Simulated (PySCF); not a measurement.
Order these species by their calculated properties.

All species are isolated and taken at one optimised geometry, non-relativistic unless stated. Electronic properties by PySCF.

The conformers computed, where there is a choice (atom-mapped SMILES and torsion angles):
- `[F:1][SiH:2]([F:3])[C:4]1=[CH:5][CH:6]=[CH:7][CH2:8][SiH+:9]1`: F1–Si2–C4–C5 127°
- `[CH2:1]=[CH:2]/[C:3]([F:4])=[CH:5]/[CH:6]=[CH:7]\[Cl:8]`: C1–C2–C3–F4 0°, C3–C5–C6–C7 180°
- `[CH3:1][C:2]([CH3:3])([CH3:4])[c:5]1[cH:6][cH:7][s:8][cH:9]1`: C1–C2–C5–C6 -60°
- `[F:1][C:2]([F:3])=[C:4]([F:5])[c:6]1[cH:7][cH:8][c:9]([SH:10])[cH:11][cH:12]1`: C2–C4–C6–C7 -178°, H–S10–C9–C8 180°
- `[CH2:1]=[CH:2][C:3](=[CH2:4])/[CH:5]=[CH:6]/[Cl:7]`: C1–C2–C3–C4 -148°, C2–C3–C5–C6 27°
- `[CH3:1][C@@H:2]([S-:3])[C:4](=[O:5])[N:6]([CH3:7])[CH3:8]`: C1–C2–C4–O5 -13°, C2–C4–N6–C7 178°

(1) Rank by HOMO energy, highest first (PBE0/pcSseg-1 at GFN2-xTB geometries).
A. `F[C@@H]1[C@H]2C[C@@H]3[C@H]2[C@]13Cl`
B. `N#[N+][O-]`
C. `F[SiH](F)C1=CC=CC[SiH+]1`
D. `c1cc(C(C)(C)C)cs1`
E. `CC#C/C(C)=C/Cl`
F. `C=C/C(F)=C/C=C\Cl`

(2) By how much do the two ends of that ranking differ?

(3) Rank by HOMO–LUMO gap, highest first (PBE0/pcSseg-1 at GFN2-xTB geometries).
A. `C=CC(=C)/C=C/Cl`
B. `F[C@@H]1[C@H]2C[C@@H]3[C@H]2[C@]13Cl`
C. `N#[N+][O-]`
D. `FC(F)=C(F)c1ccc(S)cc1`
E. `F[SiH](F)C1=CC=CC[SiH+]1`
F. `CC#C/C(C)=C/Cl`
G. `C(=C/C=C\Cl)(/F)C=C`
H. `CC(C)(C)c1ccsc1`

(4) Rank by smallest rotational constant, lowest first (GFN2-xTB).
A. `C[C@@H]([S-])C(=O)N(C)C`
B. `[OH2+]` [radical]
C. `[C@H]12[C@@H](F)[C@@]3(Cl)[C@@H]2[C@H]3C1`
D. `CC#C/C(C)=C/Cl`

(5) By how much do the two ends of that ranking differ?

(6) Rank by dipole moment, lowest first (PBE0/pcSseg-1 at GFN2-xTB geometries).
A. `C=CC(=C)/C=C/Cl`
B. `C=C/C(F)=C/C=C\Cl`
C. `FC(F)=C(F)c1ccc(S)cc1`
D. `N#[N+][O-]`
E. `F[C@@H]1[C@H]2C[C@@H]3[C@H]2[C@]13Cl`

(7) By how much do the two ends of that ranking differ?

## Answers

(1) F (-6.42 eV), E (-6.57 eV), D (-6.75 eV), A (-7.54 eV), B (-9.82 eV), C (-12.23 eV).

(2) By 5.81 eV, between `C=C/C(F)=C/C=C\Cl` and `F[SiH](F)C1=CC=CC[SiH+]1`.

(3) C (9.96 eV), B (8.55 eV), H (6.53 eV), F (5.91 eV), A (5.39 eV), D (5.03 eV), G (4.59 eV), E (4.11 eV).

(4) D (0.752 GHz), A (1.030 GHz), C (1.229 GHz), B (254.973 GHz).

(5) By 254.221 GHz, between `[OH2+]` [charge +1 and doublet state] and `CC#C/C(C)=C/Cl`.

(6) D (0.02 D), B (0.85 D), A (1.56 D), C (1.94 D), E (2.91 D).

(7) By 2.89 D, between `F[C@@H]1[C@H]2C[C@@H]3[C@H]2[C@]13Cl` and `N#[N+][O-]`.
